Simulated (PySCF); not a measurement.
methylamine cation (CH5N), SMILES NC (connectivity only; charge and spin as stated), charge +1, multiplicity 2.

The structure is a stationary point at B3LYP-D3(BJ)/def2-TZVP. The spin state was assumed, not searched.

Two levels are set side by side: PBE/def2-TZVPD (PySCF) and ωB97X/def2-TZVPD (PySCF). Same geometry, gas phase. Differences are taken from unrounded values.

```csv
quantity,ωB97X
α-spin orbital gap (eV),15.44
β-spin orbital gap (eV),11.67
mean polarisability (bohr³),20.0
```

Task: What does PBE give, and how far is it from ωB97X? (An estimate is asked for; the answer gives what the named calculation found.)

Result: 
```csv
quantity,PBE,PBE minus ωB97X
α-spin orbital gap (eV),8.37,-7.07
β-spin orbital gap (eV),3.95,-7.72
mean polarisability (bohr³),20.7,0.7
```

Loosely held outer electrons make PBE densities more polarisable. Differences between two approximate levels are no errors against the true value.

Rough cost on one machine, each run with all the roots and properties that it gave: ωB97X against PBE within a factor of 2.
